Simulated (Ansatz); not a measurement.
We consider rock-salt HfN, described by r²SCAN0 (plane waves, PAW; Ansatz, a program for electronic structure).

Settings: plane-wave cutoff 520 eV, 10×10×10 k mesh, Fermi–Dirac smearing 0.05 eV, scalar-relativistic PAW data made under PBE.

Cell (relaxed at this level):

```cif
data_Hf4N4
_chemical_formula_sum 'Hf4 N4'
_space_group_name_H-M_alt 'Fm-3m'
_space_group_IT_number 225
_space_group_name_Hall '-F 4 2 3'
_cell_length_a 4.51266
_cell_length_b 4.51266
_cell_length_c 4.51266
_cell_angle_alpha 90.000
_cell_angle_beta 90.000
_cell_angle_gamma 90.000
loop_
_atom_site_label
_atom_site_type_symbol
_atom_site_symmetry_multiplicity
_atom_site_Wyckoff_symbol
_atom_site_fract_x
_atom_site_fract_y
_atom_site_fract_z
_atom_site_occupancy
Hf1 Hf 4 a 0.00000 0.00000 0.00000 1
N1 N 4 b 0.50000 0.50000 0.50000 1
```
(The calculation used a cell of 2 atoms; values per cell refer to that cell.)

Problem. Give the computed bulk modulus B0 and pressure derivative B′ of the bulk modulus.

Solution. 
- bulk modulus B0: 296 GPa
- pressure derivative B′ of the bulk modulus: 4.2

Measured, for comparison: bulk modulus 260 GPa (room temperature, no zero-point or thermal correction, our sources range from 260 to 306; as tabulated in Synthesis of Binary Transition Metal Nitrides, Carbides and Borides from the …). Computed (rounded) less measured: bulk modulus not scored (sources differ).

Spin–orbit coupling is not included.

Computed values are for the static lattice.
